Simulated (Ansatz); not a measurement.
# CH3BO: one species, many methods

The task here is to estimate one member of a computed series from the others.

Method: functionals in def2-TZVPP, the program's frozen cores in correlated methods; program: Ansatz 0.2.0, Gaussian basis.

Plan: LDA (SPW92), PBE-D4, revPBE-D4, BLYP-D4, r2SCAN-D4, B97M-V, PBE0-D4, B3LYP-D4, r2SCANh-D4, r2SCAN0-D4, HSE06-D4, BHLYP-D4, CAM-B3LYP-D4, LC-ωPBE, ωB97X-V, ωB97M-V, B2PLYP, PBE-QIDH; CCSD(T)/def2-SVP; CCSD(T)/def2-TZVPP; MP2/def2-QZVPP; extrapolation to the limit; RPA on PBE.

1 further run of the same task is left out (it didn't finish).

## The geometry

An earlier PBE0-D4 in a triple-zeta def2 set relaxation fixed the geometry.

SMILES `B1CO1`, 6 atoms, charge 0, spin multiplicity 1.

Atoms are counted from 1 here; the program's logs count them from 0.

Bond lengths: B1–C2 1.510 Å, B1–O3 1.327 Å, B1–H4 1.183 Å, C2–O3 1.500 Å, C2–H5 1.086 Å, C2–H6 1.086 Å. Angles: C2–B1–O3 63.5°, C2–B1–H4 159.3°, O3–B1–H4 137.2°, B1–C2–O3 52.3°, B1–C2–H5 122.4°, B1–C2–H6 122.3°, O3–C2–H5 112.6°, O3–C2–H6 112.6°, H5–C2–H6 114.6°, B1–O3–C2 64.2°.

The first run:

in.yaml

```yaml
crystal:
  periodic: [false, false, false]
  atoms:
    - {symbol: B, position_ang: [-0.656446, -0.423098, -0.388629]}
    - {symbol: C, position_ang: [0.579005, 0.136266, 0.275477]}
    - {symbol: O, position_ang: [-0.667589, 0.874741, -0.112406]}
    - {symbol: H, position_ang: [-1.387243, -1.212977, -0.880932]}
    - {symbol: H, position_ang: [1.447989, 0.458468, -0.290843]}
    - {symbol: H, position_ang: [0.726384, 0.102602, 1.351034]}
basis:
  gaussian: {orbitals: def2-TZVPP}
hamiltonian: {xc: lda}
output: {orbitals: {seedname: orbitals}}
```

The run is started by

```console
$ ansatz run in.yaml --threads 2 --pin off --events-out ev --progress --plain --max-ram 4352MiB
```

Steps of the session up to this table: LDA; PBE-D4 (GGA); revPBE-D4 (GGA); BLYP-D4 (GGA); r2SCAN-D4 (meta-GGA); B97M-V (meta-GGA); B3LYP-D4 (hybrid); r2SCANh-D4 (hybrid); r2SCAN0-D4 (hybrid); HSE06-D4 (hybrid); BHLYP-D4 (hybrid); CAM-B3LYP-D4 (range-separated); LC-ωPBE (range-separated); ωB97X-V (range-separated); ωB97M-V (range-separated); B2PLYP (double hybrid); PBE-QIDH (double hybrid).

One table of the session follows, with a row left open; its other results are not shown here.

It belongs to the step «Orbital energies across the functionals». 

| functional | HOMO (eV) | gap (eV) |
| --- | --- | --- |
| LDA (SPW92) | -7.09 | 5.38 |
| PBE-D4 | -6.92 | 5.49 |
| revPBE-D4 | -6.86 | 5.53 |
| BLYP-D4 | -6.82 | 5.49 |
| r2SCAN-D4 | -7.16 | 6.13 |
| B97M-V | -7.23 | 6.14 |
| PBE0-D4 | -8.29 | 7.87 |
| B3LYP-D4 | -8.08 | 7.39 |
| r2SCANh-D4 | -7.67 | 7.00 |
| r2SCAN0-D4 | -8.45 | 8.28 |
| HSE06-D4 | -7.88 | 7.08 |
| BHLYP-D4 | -9.57 | 10.13 |
| CAM-B3LYP-D4 | -9.75 | 10.40 |
| LC-ωPBE | -11.15 | 13.05 |
| ωB97X-V | -10.74 | 12.52 |
| ωB97M-V | ? | ? |

Q: Estimate the row for ωB97M-V from the others.

As computed: HOMO (eV): -10.63; gap (eV): 12.11. In the column «HOMO (eV)» it lies between ωB97X-V (-10.74) and CAM-B3LYP-D4 (-9.75).
